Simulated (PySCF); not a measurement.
# SiH2OF (SMILES O[SiH]F) at UPBE/STO-3G

What is the energy change on altering one bond length of SiH2OF at UPBE/STO-3G? Input form: a Python script.

Program for the calculation: PySCF 2.14.0.

12 further runs of the same task are left out: 1 that didn't finish, 11 set aside as unsound or not needed.

## 1. Starting point

SiH2OF has 5 atoms, charge 0, and is taken as a doublet. SMILES: `O[SiH]F`. The coordinates come from a PBE0-D4/def2-TZVP relaxation. This is one conformer, not always the lowest.

Bond lengths: O1–Si2 1.636 Å, Si2–F3 1.603 Å, O1–H4 0.959 Å, Si2–H5 1.490 Å. Angles: O1–Si2–F3 110.5°, O1–Si2–H5 105.3°, F3–Si2–H5 107.6°, Si2–O1–H4 119.2°.

## 2. A single-point energy at UPBE/STO-3G

File input.py:

```python
from pyscf import gto, dft

mol = gto.M(
    atom='''
O     -0.615200    -0.884600    -0.276300
Si     0.283900     0.245700     0.493100
F      0.207000     1.646500    -0.283100
H     -1.564500    -0.765100    -0.338000
H      1.688800    -0.242600     0.404400
''',
    max_memory=1860,
    charge=0,
    basis='sto-3g',
    spin=1,
    verbose=4,
)

calc0 = dft.UKS(mol, xc='pbe')
calc0.grids.level = 5
calc0.conv_tol = 1e-10
calc0.kernel()
if not calc0.converged:
    calc0 = calc0.newton().run(calc0.mo_coeff, calc0.mo_occ)

e_final = calc0.e_tot
print('E = %.10f Eh' % e_final)
```

Command:

```console
$ OMP_NUM_THREADS=1 python input.py
```

Output:

```text
PySCF version 2.14.0

[INPUT] num. atoms = 5
[INPUT] num. electrons = 33
[INPUT] charge = 0
[INPUT] spin (= nelec alpha-beta = 2S) = 1
[INPUT] symmetry False subgroup None
[INPUT] Mole.unit = angstrom
[INPUT] Symbol           X                Y                Z      unit          X                Y                Z       unit  Magmom
[INPUT]  1 O     -0.615200000000  -0.884600000000  -0.276300000000 AA   -1.162559511832  -1.671651729790  -0.522131328217 Bohr   0.0
[INPUT]  2 Si     0.283900000000   0.245700000000   0.493100000000 AA    0.536493246764   0.464305708806   0.931823952023 Bohr   0.0
[INPUT]  3 F      0.207000000000   1.646500000000  -0.283100000000 AA    0.391173307785   3.111434064096  -0.534981465864 Bohr   0.0
[INPUT]  4 H     -1.564500000000  -0.765100000000  -0.338000000000 AA   -2.956476521882  -1.445829457905  -0.638727430103 Bohr   0.0
[INPUT]  5 H      1.688800000000  -0.242600000000   0.404400000000 AA    3.191369479165  -0.458447557819   0.764205244774 Bohr   0.0

nuclear repulsion = 110.136766961303
number of shells = 13
number of NR pGTOs = 63
number of NR cGTOs = 21
basis = sto-3g
ecp = {}

******** <class 'pyscf.dft.uks.UKS'> ********
method = UKS
initial guess = minao
damping factor = 0
level_shift factor = 0
DIIS = <class 'pyscf.scf.diis.CDIIS'>
diis_start_cycle = 1
diis_space = 8
diis_damp = 0
SCF conv_tol = 1e-10
SCF conv_tol_grad = None
SCF max_cycles = 50
direct_scf = True
direct_scf_tol = 1e-13
number electrons alpha = 17  beta = 16
XC library pyscf.dft.libxc version 7.0.0
    S. Lehtola, C. Steigemann, M. J.T. Oliveira, and M. A.L. Marques.,  SoftwareX 7, 1–5 (2018)
XC functionals = pbe
    J. P. Perdew, K. Burke, and M. Ernzerhof.,  Phys. Rev. Lett. 77, 3865 (1996)
    J. P. Perdew, K. Burke, and M. Ernzerhof.,  Phys. Rev. Lett. 78, 1396 (1997)
    J. P. Perdew, K. Burke, and M. Ernzerhof.,  Phys. Rev. Lett. 77, 3865 (1996)
    J. P. Perdew, K. Burke, and M. Ernzerhof.,  Phys. Rev. Lett. 78, 1396 (1997)
radial grids:
    Treutler-Ahlrichs [JCP 102, 346 (1995); DOI:10.1063/1.469408] (M4) radial grids

becke partition: Becke, JCP 88, 2547 (1988); DOI:10.1063/1.454033
pruning grids: <function nwchem_prune>
grids dens level: 5
symmetrized grids: False
atomic radii adjust function: <function treutler_atomic_radii_adjust>
small_rho_cutoff = 0
Set gradient conv threshold to 1e-05
tot grids = 177488
init E= -459.676896660892
[... the frontier-level lines of each cycle are left out ...]


cycle= 1 E= -459.333016120816  delta_E= 0.344  |g|= 0.468  |ddm|= 1.98
cycle= 2 E= -458.843694297917  delta_E= 0.489  |g|= 0.965  |ddm|=  2.1
cycle= 3 E= -459.486256213166  delta_E= -0.643  |g|= 0.186  |ddm|= 1.57
cycle= 4 E= -459.508899207467  delta_E= -0.0226  |g|= 0.0764  |ddm|= 0.435
cycle= 5 E= -459.513277348564  delta_E= -0.00438  |g|= 0.0131  |ddm|= 0.14
cycle= 6 E= -459.51344207211  delta_E= -0.000165  |g|= 0.00251  |ddm|= 0.0283
cycle= 7 E= -459.513447111386  delta_E= -5.04e-06  |g|= 0.000696  |ddm|= 0.00487
cycle= 8 E= -459.513447572864  delta_E= -4.61e-07  |g|= 6.04e-05  |ddm|= 0.00155
cycle= 9 E= -459.513447576549  delta_E= -3.68e-09  |g|= 1.02e-05  |ddm|= 0.000131
cycle= 10 E= -459.513447576643  delta_E= -9.42e-11  |g|= 2.18e-06  |ddm|= 2.5e-05
Extra cycle  E= -459.513447576635  delta_E= 8.3e-12  |g|= 4.07e-06  |ddm|= 1.05e-05
converged SCF energy = -459.513447576635  <S^2> = 0.75051315  2S+1 = 2.0005131
E = -459.5134475766 Eh
```

It took 5.1 s on 1 thread of Arm Neoverse V1, shared host; peak memory 0.21 GiB.

## 3. The distorted shape, same level

File mol.xyz:

```xyz
5
FH2OSi
O     -1.317674    -0.640442    -0.231948
Si    -0.418574     0.489858     0.537452
F     -0.495474     1.890658    -0.238748
H     -2.266974    -0.520942    -0.293648
H      1.688800    -0.242600     0.404400
```

File calc.py:

```python
from pyscf import gto, dft

molecule = gto.Mole()
molecule.atom = 'mol.xyz'
molecule.basis = 'sto-3g'
molecule.spin = 1
molecule.charge = 0
molecule.max_memory = 1860
molecule.verbose = 3
molecule.build()

mf = dft.UKS(molecule)
mf.xc = 'pbe'
mf.grids.level = 5
mf.conv_tol = 1e-10
mf.kernel()
if not mf.converged:
    mf = mf.newton().run(mf.mo_coeff, mf.mo_occ)

etot = mf.e_tot
print('E = %.10f Eh' % etot)
```

Command:

```console
$ OMP_NUM_THREADS=1 python calc.py
```

Output:

```text
WARN: HOMO -0.166719306215136 >= LUMO -0.16671930621514

converged SCF energy = -459.436523755162  <S^2> = 0.77142472  2S+1 = 2.0213112
E = -459.4365237552 Eh
```

It took 6 s on 1 thread of Arm Neoverse V1, shared host; peak memory 0.21 GiB.

## 4. What came out

Level: UPBE/STO-3G.

| quantity | value |
| --- | --- |
| first shape: total energy | -459.51345 Eh |
| first shape: dipole moment | 1.39 D |
| first shape: HOMO energy (highest over α and β) | -0.28 eV |
| first shape: LUMO energy (lowest over α and β) | 0.98 eV |
| first shape: ⟨S²⟩ | 0.751 |
| distorted shape: total energy | -459.43652 Eh |
| distorted shape: dipole moment | 2.56 D |
| distorted shape: HOMO energy (highest over α and β) | -1.03 eV |
| distorted shape: LUMO energy (lowest over α and β) | 0.39 eV |
| distorted shape: ⟨S²⟩ | 0.771 |
| energy change with the Si2–H5 bond stretched from 1.490 to 2.235 Å | 2.093 eV |

What this shows: With the Si2–H5 bond stretched from 1.490 to 2.235 Å the energy rises by 2.09 eV (48 kcal/mol). The first shape isn't relaxed at this level, so the change isn't measured from a minimum. The minimal basis adds a large error of its own. Mulliken charges (first shape) run from -0.40 on O1 to +0.54 on Si2; they depend strongly on the basis.
